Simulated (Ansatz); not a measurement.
# Si2NH7: a ladder of functionals and wavefunction methods

How much do the methods differ for Si2NH7? The plan is to run it at one geometry with functionals of several rungs and with coupled cluster. The yardstick is the atomisation energy at the CCSD(T) limit.

Method: functionals in def2-TZVPP, the program's frozen cores in correlated methods; program: Ansatz 0.2.0, Gaussian basis.

Plan: LDA (SPW92), PBE-D4, revPBE-D4, BLYP-D4, r2SCAN-D4, B97M-V, PBE0-D4, B3LYP-D4, r2SCANh-D4, r2SCAN0-D4, HSE06-D4, BHLYP-D4, CAM-B3LYP-D4, LC-ωPBE, ωB97X-V, ωB97M-V, B2PLYP, PBE-QIDH; CCSD(T)/def2-SVP; CCSD(T)/def2-TZVPP; CCSD(T)/def2-QZVPP; extrapolation to the limit; RPA on PBE.

### Step 1. The relaxed structure

An earlier PBE0-D4 in a triple-zeta def2 set relaxation fixed the geometry.

SMILES `N[SiH2][SiH3]`, 10 atoms, charge 0, spin multiplicity 1.

Atoms are counted from 1 here; the program's logs count them from 0.

Bond lengths: N1–Si2 1.724 Å, N1–H4 1.007 Å, N1–H5 1.008 Å, Si2–Si3 2.341 Å, Si2–H6 1.488 Å, Si2–H7 1.497 Å, Si3–H8 1.491 Å, Si3–H9 1.488 Å, Si3–H10 1.489 Å. Angles: Si2–N1–H4 119.6°, Si2–N1–H5 119.6°, H4–N1–H5 110.6°, N1–Si2–Si3 108.6°, N1–Si2–H6 107.4°, N1–Si2–H7 115.6°, Si3–Si2–H6 110.7°, Si3–Si2–H7 108.1°, H6–Si2–H7 106.4°, Si2–Si3–H8 110.1°, Si2–Si3–H9 111.4°, Si2–Si3–H10 110.3°, H8–Si3–H9 108.1°, H8–Si3–H10 108.1°, H9–Si3–H10 108.8°.

### Step 2. LDA

This LDA is Slater exchange with PW92 correlation.

File in.yaml:

```yaml
crystal:
  periodic: [false, false, false]
  atoms:
    - {symbol: N, position_ang: [-1.517445, 0.536771, -0.762235]}
    - {symbol: Si, position_ang: [0.155174, 0.760901, -0.407503]}
    - {symbol: Si, position_ang: [0.870236, -0.993725, 0.967019]}
    - {symbol: H, position_ang: [-1.837739, -0.354127, -1.106357]}
    - {symbol: H, position_ang: [-2.042225, 1.288436, -1.180876]}
    - {symbol: H, position_ang: [0.290724, 2.067151, 0.292858]}
    - {symbol: H, position_ang: [1.065580, 0.820925, -1.594764]}
    - {symbol: H, position_ang: [0.557308, -2.303712, 0.328059]}
    - {symbol: H, position_ang: [0.198704, -0.953306, 2.293797]}
    - {symbol: H, position_ang: [2.342884, -0.920413, 1.173001]}
basis:
  gaussian: {orbitals: def2-TZVPP}
hamiltonian: {xc: lda}
output: {orbitals: {seedname: orbitals}}
```

Command:

```console
$ ansatz run in.yaml --threads 2 --pin off --events-out ev --progress --plain --max-ram 32768MiB --backend cpu
```

After this run come: PBE-D4 (GGA); revPBE-D4 (GGA); BLYP-D4 (GGA); r2SCAN-D4 (meta-GGA); B97M-V (meta-GGA); PBE0-D4 (hybrid); B3LYP-D4 (hybrid); r2SCANh-D4 (hybrid); r2SCAN0-D4 (hybrid); HSE06-D4 (hybrid); BHLYP-D4 (hybrid); CAM-B3LYP-D4 (range-separated); LC-ωPBE (range-separated); ωB97X-V (range-separated); ωB97M-V (range-separated); B2PLYP (double hybrid); PBE-QIDH (double hybrid); CCSD(T) in def2-SVP; CCSD(T) in def2-TZVPP; CCSD(T) in def2-QZVPP; RPA on PBE orbitals.

Before running them: what should the planned runs give, taken together? Wanted: atomisation energy, CCSD(T)/CBS; farthest beyond LDA; mean size of error, GGA; mean size of error, meta-GGA; mean size of error, hybrid; mean size of error, range-separated; mean size of error, double hybrid; gap, smallest and largest; T1 diagnostic.

**Answer**, as computed:

| quantity | value |
| --- | --- |
| atomisation energy, CCSD(T)/CBS | 31.619 eV |
| functionals within 0.158 eV (0.5 %) | B97M-V, B3LYP-D4, CAM-B3LYP-D4, ωB97M-V |
| farthest beyond LDA | revPBE-D4 (-0.727 eV) |
| mean size of error, GGA | 0.401 eV |
| mean size of error, meta-GGA | 0.140 eV |
| mean size of error, hybrid | 0.367 eV |
| mean size of error, range-separated | 0.212 eV |
| mean size of error, double hybrid | 0.532 eV |
| gap, smallest and largest | 4.96 eV (LDA (SPW92)), 12.08 eV (LC-ωPBE) |
| T1 diagnostic | 0.0115 |
| triples share of the correlation energy | 3.3 % |

What this shows: LDA overbinds by 3.373 eV (11 %). PBE-D4 is off by -0.242 eV. Double hybrids carry the basis error of their MP2 part in triple zeta, and no dispersion term here, so their miss is partly the set-up's. By mean error the best rung here is meta-GGA (0.140 eV) and the worst beyond LDA is double hybrid (0.532 eV). The gap between the best rungs is small, so their order is not settled. Misses under about 0.158 eV are within the doubt on the reference itself, which lacks core-valence correlation, relativity and higher excitations. Hartree-Fock recovers 73 % of the binding; the rest is correlation. CCSD(T) in def2-SVP is off by -2.466 eV, worse than the median functional, from the basis alone. Orbital gaps span 5.0 to 12.1 eV; exact exchange widens them.
